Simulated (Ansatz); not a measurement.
# CH₂NOS− (SMILES [N-]=COS): molecular dynamics

The task is to watch the atoms for 60 steps of 0.75 fs, started with velocities for 1000 K and run at constant energy.

Program: Ansatz 0.2.0, Gaussian basis. Level of theory: BHLYP-D4/def2-SVP. These are calculated values, not measurements.

## 1. The system as given

6 atoms, charge -1, spin multiplicity 1.

Atoms are counted from 1 here; the program's logs count them from 0.

Bond lengths: N1–C2 1.239 Å, C2–O3 1.351 Å, C2–H5 1.098 Å, O3–S4 1.799 Å, S4–H6 1.426 Å. Angles: N1–C2–O3 116.0°, N1–C2–H5 129.8°, O3–C2–H5 114.2°, C2–O3–S4 92.8°, O3–S4–H6 79.8°.

Coordinates:

```xyz
6
CH2NOS
N     0.3557   -1.3341    0.3505
C     0.9147   -0.2736    0.0390
O     0.0991    0.7739   -0.2144
S    -1.3853   -0.1895    0.1075
H     1.9844   -0.0483   -0.0685
H    -1.9686    1.0716   -0.2140
```

## 2. The run

md/in.yaml reads:

```yaml
crystal:
  periodic: [false, false, false]
  atoms:
    - {symbol: N, position_ang: [0.355730, -1.334090, 0.350520]}
    - {symbol: C, position_ang: [0.914670, -0.273560, 0.038970]}
    - {symbol: O, position_ang: [0.099110, 0.773870, -0.214430]}
    - {symbol: S, position_ang: [-1.385300, -0.189530, 0.107480]}
    - {symbol: H, position_ang: [1.984390, -0.048320, -0.068520]}
    - {symbol: H, position_ang: [-1.968590, 1.071640, -0.214020]}
basis:
  gaussian: {orbitals: def2-SVP}
total_charge: -1
hamiltonian: {xc: {name: BHLYP}, dispersion: d4}
md: {n_steps: 60, timestep: 0.75, temperature: 1000, ensemble: nve, seed: 747, initial_velocities: maxwell_boltzmann}
```

Started as:

```
$ ansatz run in.yaml --threads 2 --pin off --events-out ev --progress --plain --max-ram 3481MiB
```

What does the calculation give? Wanted: temperature at the start; mean temperature, second half; lowest and highest potential energy, from the first frame; largest change of potential + kinetic; bonds lost by distance.

The runs gave:

| quantity | value |
| --- | --- |
| length | 60 steps, 45.0 fs |
| temperature at the start | 1000 K |
| mean temperature, second half | 828 K |
| lowest and highest potential energy, from the first frame | -71 and 419 meV |
| largest change of potential + kinetic | 6.7 meV |
| bonds lost by distance | N1–S4 |

With no thermostat the total energy should stay fixed; it holds within 6.7 meV, small beside the kinetic energy, so the time step serves. The temperature runs between 202 and 1141 K.
